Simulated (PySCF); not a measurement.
# C4H5N: calculation against experiment

**Experimental background.**

NIST CCCBDB Release 22 (SRD 101), experimental dipoles lists, for the gas: dipole moment (dielectric constant against temperature) 1.84 D.

From NIST CCCBDB Release 22 (SRD 101), experimental polarizabilities, for the gas: mean polarisability 7.94 Å³.

Chong, Molecules 2021, 26, 1947 (electron spectra of vapor-phase indole and four azaindoles) lists, for the gas: N 1s binding energy of N4 406.15 eV.

From CORE65 (Golze, Keller, Rinke, J. Phys. Chem. Lett. 2020, 11, 1840), as tabulated in Jana, Herbert, J. Chem. Phys. 2023, 158, 094111, SI, for the gas: N 1s binding energy of N4 406.18 eV.

How close the calculation comes is told at the end.

C₄H₅N.
Atom-mapped SMILES: `[cH:1]1[cH:2][cH:3][nH:4][cH:5]1` (hydrogens: H6 on C1; H7 on C2; H8 on C3; H9 on N4; H10 on C5)

Geometry (PBE0-D3(BJ)/def2-TZVP, Å), atoms numbered from 1 in this order:
```
atom  x, y, z in Å
C1     0.4018    1.1065   -0.0851
C2    -0.8925    0.7063    0.3298
C3    -0.9361   -0.6631    0.2680
N4     0.2821   -1.0972   -0.1647
C5     1.1054   -0.0325   -0.3834
H6     0.7774    2.1151   -0.1559
H7    -1.7019    1.3493    0.6376
H8    -1.7287   -1.3566    0.4975
H9     0.5346   -2.0579   -0.3034
H10    2.1165   -0.1679   -0.7314
```

Runs made with PySCF (gas phase, on this PBE0-D3(BJ)/def2-TZVP geometry; non-relativistic but for the core-level run):

```json
{"level": "B97-2/pcSseg-2", "job": "shieldings, ring-centre shieldings", "basis functions": "250"}
{"level": "wB97X-D/pcSseg-2", "job": "shieldings, ring-centre shieldings", "basis functions": "250"}
{"level": "CAM-B3LYP/aug-cc-pVTZ", "job": "10 singlets by full TDDFT, 4 Tamm–Dancoff triplets, polarisability", "basis functions": "345"}
{"level": "PBE0/aug-cc-pVTZ", "job": "10 singlets by full TDDFT, 4 Tamm–Dancoff triplets, polarisability, dynamic polarisability", "basis functions": "345"}
{"level": "wB97X-D/aug-cc-pVTZ", "job": "10 singlets by full TDDFT, 4 Tamm–Dancoff triplets, polarisability, ΔSCF ions", "basis functions": "345"}
{"level": "B3LYP/pcJ-2", "job": "spin–spin couplings from 10 perturbed nuclei", "basis functions": "375"}
{"level": "B97-2/pcJ-2", "job": "spin–spin couplings from 10 perturbed nuclei", "basis functions": "375"}
{"level": "PBE0/pcJ-2", "job": "spin–spin couplings from 10 perturbed nuclei", "basis functions": "375"}
{"level": "delta-SCF UKS SCAN, pcX-3 on the ionised atom, pcseg-2 elsewhere, spin-free X2C", "job": "ΔSCF core ionisation, 3 holes", "basis functions": "274"}
```

**Comparison with experiment**

**Dipole moment.** Measured: 1.84 D (NIST CCCBDB Release 22 (SRD 101), experimental dipoles).

| level | computed (D) | computed − measured (D) | % (from the printed values) |
| --- | --- | --- | --- |
| B97-2/pcSseg-2 | 1.93 | +0.09 | +5 |
| wB97X-D/pcSseg-2 | 1.96 | +0.12 | +7 |
| CAM-B3LYP/aug-cc-pVTZ | 1.87 | +0.03 | +2 |
| PBE0/aug-cc-pVTZ | 1.88 | +0.04 | +2 |
| wB97X-D/aug-cc-pVTZ | 1.89 | +0.05 | +3 |
| B3LYP/pcJ-2 | 1.92 | +0.08 | +4 |
| B97-2/pcJ-2 | 1.93 | +0.09 | +5 |
| PBE0/pcJ-2 | 1.94 | +0.10 | +5 |

8 of the 11 levels run are shown, the closest and the furthest among them. All 11 levels lie above the measurement. The computed dipoles belong to one fixed geometry; measured ones are averaged over vibrations unless marked μe. Magnitudes are compared, not signs.

**Mean polarisability.** Measured: 7.94 Å³ (NIST CCCBDB Release 22 (SRD 101), experimental polarizabilities).

```
                level  computed (Å³)  computed − measured (Å³)  % (from the printed values)
CAM-B3LYP/aug-cc-pVTZ           7.99                     +0.05                           +1
     PBE0/aug-cc-pVTZ           8.00                     +0.06                           +1
  wB97X-D/aug-cc-pVTZ           7.99                     +0.05                           +1
```

All 3 levels lie above the measurement. The computed values are static and purely electronic, with core orbitals frozen in the response (1 au = 0.148185 Å³). The table of measured values doesn't say here whether a value is static or optical, or holds a vibrational part.

**Core binding energies.** PySCF, delta-SCF UKS SCAN, pcX-3 on the ionised atom, pcseg-2 elsewhere, spin-free X2C.

| level and atom | computed (eV) | measured (eV) | computed − measured (eV) |
| --- | --- | --- | --- |
| N 1s, N4 | 406.11 | 406.15 and 406.18 | -0.04 |

Sources, in the order of the opening: Chong, Molecules 2021, 26, 1947 (electron spectra of vapor-phase indole and four azaindoles); CORE65 (Golze, Keller, Rinke, J. Phys. Chem. Lett. 2020, 11, 1840), as tabulated in Jana, Herbert, J. Chem. Phys. 2023, 158, 094111, SI. The computed values are vertical, without vibrational structure; measured positions hang on the energy calibration. 

The geometry is computed, not the measured one. Where a level misses, the cause wasn't examined.
